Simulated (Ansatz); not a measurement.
# A ladder of methods for NH3 (ammonia)

The species is NH3 (4 atoms), meant as a singlet with charge 0. As SMILES, `N`. Geometry: optimised at B3LYP/def2-SVP.

Each level gives the adiabatic ionisation energy (to the doublet cation, shapes relaxed at B3LYP/def2-SVP, no zero-point term) (eV). The values are calculated.

| level | kind | program | value (eV) | less CCSD(T)/def2-TZVPP |
| --- | --- | --- | --- | --- |
| SVWN5/def2-TZVPP | LDA | Ansatz | 10.43 | +0.37 |
| PBE/def2-TZVPP | GGA | Ansatz | 10.14 | +0.08 |
| r2SCAN/def2-TZVPP | meta-GGA | Ansatz | 9.95 | -0.11 |
| PBE0-D4/def2-TZVPP | global hybrid | Ansatz | 10.03 | -0.03 |
| CAM-B3LYP/def2-TZVPP | range-separated hybrid | Ansatz | 10.16 | +0.10 |
| wB97M-V/def2-TZVPP | range-separated hybrid | Ansatz | 10.13 | +0.07 |
| B2PLYP/def2-TZVPP | double hybrid | Ansatz | 10.08 | +0.02 |
| CCSD(T)/def2-TZVPP | coupled cluster or CI | Ansatz | 10.06 | 0.00 |

CCSD(T)/def2-TZVPP is the highest level here, not the true value. The values span 9.95 to 10.43 eV.
